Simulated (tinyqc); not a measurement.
Worked calculation: UHF in the sto-6g basis, for H2O, spin multiplicity 1. One step of it, computed by the program tinyqc.

Problem. Iteration 2: diagonalisation and new density. A level shift of 1 hartree raises the virtual space: F + shift (S - S D(s) S), with D(s) the density of one spin. Diagonalise F' = X^T F X, C = X C', fill 5 alpha and 5 beta electrons from the bottom; D(s) = C_occ C_occ^T. Each column has its largest component positive (the first on a tie).

extrapolated F(alpha) (hartree), lower triangle:
```
             1O 1s      1O 2s     1O 2px     1O 2py     1O 2pz      2H 1s      3H 1s
1O 1s   -20.376932
1O 2s    -4.943165  -2.259003
1O 2px    0.000000   0.000000  -0.278471
1O 2py    0.000000   0.000000   0.121316  -0.316793
1O 2pz   -0.031215  -0.150401   0.000000   0.000000  -0.367544
2H 1s    -1.177528  -1.001571  -0.034501  -0.363798  -0.386325  -0.571183
3H 1s    -1.177528  -1.001571   0.034501   0.363798  -0.386325  -0.431150  -0.571183
```

extrapolated F(beta) (hartree), lower triangle:
```
             1O 1s      1O 2s     1O 2px     1O 2py     1O 2pz      2H 1s      3H 1s
1O 1s   -20.376932
1O 2s    -4.943165  -2.259003
1O 2px    0.000000   0.000000  -0.278471
1O 2py    0.000000   0.000000  -0.121316  -0.316793
1O 2pz   -0.031215  -0.150401   0.000000   0.000000  -0.367544
2H 1s    -1.177528  -1.001571   0.034501  -0.363798  -0.386325  -0.571183
3H 1s    -1.177528  -1.001571  -0.034501   0.363798  -0.386325  -0.431150  -0.571183
```

X, lower triangle:
```
            1O 1s      1O 2s    1O 2px     1O 2py     1O 2pz      2H 1s     3H 1s
1O 1s    1.022785
1O 2s   -0.138125   1.239398
1O 2px   0.000000   0.000000  1.000000
1O 2py   0.000000   0.000000  0.000000   1.099406
1O 2pz  -0.010092   0.119575  0.000000   0.000000   1.065430
2H 1s    0.019513  -0.289247  0.000000  -0.218176  -0.158762   1.210785
3H 1s    0.019513  -0.289247  0.000000   0.218176  -0.158762  -0.105780  1.210785
```

D(alpha) after iteration 1, lower triangle:
```
            1O 1s      1O 2s     1O 2px     1O 2py    1O 2pz      2H 1s     3H 1s
1O 1s    1.042200
1O 2s   -0.168938   0.715380
1O 2px   0.000000   0.000000   0.901309
1O 2py   0.000000   0.000000  -0.259065   0.623848
1O 2pz   0.054572  -0.275083   0.000000   0.000000  0.794019
2H 1s   -0.041689   0.117000   0.266838   0.173345  0.135545   0.259421
3H 1s   -0.041689   0.117000  -0.266838  -0.173345  0.135545  -0.126182  0.259421
```

D(beta) after iteration 1, lower triangle:
```
            1O 1s      1O 2s     1O 2px     1O 2py    1O 2pz      2H 1s     3H 1s
1O 1s    1.042200
1O 2s   -0.168938   0.715380
1O 2px   0.000000   0.000000   0.901309
1O 2py   0.000000   0.000000   0.259065   0.623848
1O 2pz   0.054572  -0.275083   0.000000   0.000000  0.794019
2H 1s   -0.041689   0.117000  -0.266838   0.173345  0.135545   0.259421
3H 1s   -0.041689   0.117000   0.266838  -0.173345  0.135545  -0.126182  0.259421
```

overlap S, lower triangle:
```
           1O 1s     1O 2s    1O 2px     1O 2py    1O 2pz     2H 1s     3H 1s
1O 1s   1.000000
1O 2s   0.231145  1.000000
1O 2px  0.000000  0.000000  1.000000
1O 2py  0.000000  0.000000  0.000000   1.000000
1O 2pz  0.000000  0.000000  0.000000   0.000000  1.000000
2H 1s   0.054656  0.472783  0.000000   0.288266  0.263534  1.000000
3H 1s   0.054656  0.472783  0.000000  -0.288266  0.263534  0.286922  1.000000
```

Give: F' = X^T F X; orbital energies; coefficients C; F' = X^T F X; orbital energies; coefficients C; D(alpha) after iteration 2; D(beta) after iteration 2.

Solution.

F' = X^T F X (alpha) (hartree), lower triangle:
```
          1        2        3        4        5        6       7
1  -20.0428
2   -2.5415  -0.8102
3    0.0000   0.0000  -0.1798
4    0.0000   0.0000   0.3146   0.2324
5   -0.0697   0.2999   0.0000   0.0000  -0.0549
6   -0.1726  -0.8048  -0.2470  -0.7398  -0.5396   0.6239
7   -0.1726  -0.8048   0.2470   0.7398  -0.5396  -0.1428  0.6239
```

orbital energies (alpha) (hartree): MO1 -20.3804, MO2 -1.2232, MO3 -0.5841, MO4 -0.4217, MO5 -0.2931, MO6 1.5984, MO7 1.6966

coefficients C (alpha):
```
            MO1      MO2      MO3      MO4      MO5      MO6      MO7
1O 1s    0.9965  -0.2106   0.0000   0.0970   0.0000  -0.1387   0.0000
1O 2s    0.0165   0.7687   0.0000  -0.4913   0.0000   0.9509   0.0000
1O 2px   0.0000   0.0000  -0.1120   0.0000   0.9637   0.0000   0.2425
1O 2py   0.0000   0.0000   0.6968   0.0000  -0.1438   0.0000   0.8931
1O 2pz   0.0036   0.1491   0.0000   0.8318   0.0000   0.6971   0.0000
2H 1s   -0.0039   0.2006   0.3751   0.1818   0.2554  -0.8040  -0.8417
3H 1s   -0.0039   0.2006  -0.3751   0.1818  -0.2554  -0.8040   0.8417
```

F' = X^T F X (beta) (hartree), lower triangle:
```
          1        2        3        4        5        6       7
1  -20.0428
2   -2.5415  -0.8102
3    0.0000   0.0000  -0.1798
4    0.0000   0.0000  -0.3146   0.2324
5   -0.0697   0.2999   0.0000   0.0000  -0.0549
6   -0.1726  -0.8048   0.2470  -0.7398  -0.5396   0.6239
7   -0.1726  -0.8048  -0.2470   0.7398  -0.5396  -0.1428  0.6239
```

orbital energies (beta) (hartree): MO1 -20.3804, MO2 -1.2232, MO3 -0.5841, MO4 -0.4217, MO5 -0.2931, MO6 1.5984, MO7 1.6966

coefficients C (beta):
```
            MO1      MO2      MO3      MO4      MO5      MO6      MO7
1O 1s    0.9965  -0.2106   0.0000   0.0970   0.0000  -0.1387   0.0000
1O 2s    0.0165   0.7687   0.0000  -0.4913   0.0000   0.9509   0.0000
1O 2px   0.0000   0.0000   0.1120   0.0000   0.9637   0.0000  -0.2425
1O 2py   0.0000   0.0000   0.6968   0.0000   0.1438   0.0000   0.8931
1O 2pz   0.0036   0.1491   0.0000   0.8318   0.0000   0.6971   0.0000
2H 1s   -0.0039   0.2006   0.3751   0.1818  -0.2554  -0.8040  -0.8417
3H 1s   -0.0039   0.2006  -0.3751   0.1818   0.2554  -0.8040   0.8417
```

D(alpha) after iteration 2, lower triangle:
```
          1O 1s    1O 2s   1O 2px   1O 2py  1O 2pz    2H 1s   3H 1s
1O 1s    1.0468
1O 2s   -0.1930   0.8326
1O 2px   0.0000   0.0000   0.9412
1O 2py   0.0000   0.0000  -0.2166   0.5062
1O 2pz   0.0529  -0.2940   0.0000   0.0000  0.7141
2H 1s   -0.0285   0.0648   0.2041   0.2246  0.1811   0.2792
3H 1s   -0.0285   0.0648  -0.2041  -0.2246  0.1811  -0.1326  0.2792
```

D(beta) after iteration 2, lower triangle:
```
          1O 1s    1O 2s   1O 2px   1O 2py  1O 2pz    2H 1s   3H 1s
1O 1s    1.0468
1O 2s   -0.1930   0.8326
1O 2px   0.0000   0.0000   0.9412
1O 2py   0.0000   0.0000   0.2166   0.5062
1O 2pz   0.0529  -0.2940   0.0000   0.0000  0.7141
2H 1s   -0.0285   0.0648  -0.2041   0.2246  0.1811   0.2792
3H 1s   -0.0285   0.0648   0.2041  -0.2246  0.1811  -0.1326  0.2792
```
